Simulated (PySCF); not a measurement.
# How the method changes the constants of OH

State: ²Π (doublet), unpaired electrons π ↑. Set-up: H pcseg-2, O pcseg-2; no relativity (PySCF 2.14). De refers to H + O in their high-spin ground configurations, without counterpoise correction. The functionals are run spin-unrestricted. A positive dipole means H(−)O(+).

```tsv
Level	Re (Å)	ωe (cm⁻¹)	De (eV)	μ (D)
UHF	0.950	4044	2.98	-1.80
UHF-MP2	0.967	3821	4.51	n/a
UHF-SCS-MP2	0.967	3809	4.55	n/a
UHF-CCSD	0.968	3780	4.44	n/a
UHF-CCSD(T)	0.970	3746	4.50	n/a
PBE	0.983	3599	4.75	-1.70
PW91	0.982	3606	4.77	-1.70
r²SCAN	0.973	3713	4.70	-1.72
TPSSh	0.977	3673	4.57	-1.71
B3LYP	0.974	3703	4.68	-1.73
PBE0	0.971	3765	4.57	-1.73
LC-ωPBE	0.971	3789	4.61	-1.77
```

(1) Which functional lies closest to UHF-CCSD(T) in De, which farthest, and by how much do they differ from it?

(2) What does a quarter of exact exchange do here, going from PBE to PBE0?

(3) What does the step from GGA to meta-GGA do here, going from PBE to r²SCAN?

Correlated steps freeze 1 core orbital. The state is the lowest determinant that a PBE0 search found; another state may lie lower at other levels.

The whole job (state search and all levels along the bond) took about 0.99 min on 1 thread of Arm Neoverse V2 (shared host), peak memory 0.52 GiB.

Results:

(1) Closest is TPSSh (+0.7 pm in Re, -1.9 % in ωe, +0.07 eV in De against UHF-CCSD(T) in the same basis), farthest PW91 (+1.2 pm in Re, -3.7 % in ωe, +0.27 eV in De). CCSD(T) converges more slowly with the basis than the functionals do and binds too weakly in this one, so the order can change at the basis-set limit.

(2) PBE0 less PBE: -1.2 pm in Re, +4.6 % in ωe, -0.18 eV in De. Exact exchange removes part of the self-interaction that spreads semilocal densities, and in most molecules shortens and stiffens the bond and lowers De; so it does here.

(3) r²SCAN less PBE: -1.0 pm in Re, +3.2 % in ωe, -0.05 eV in De.
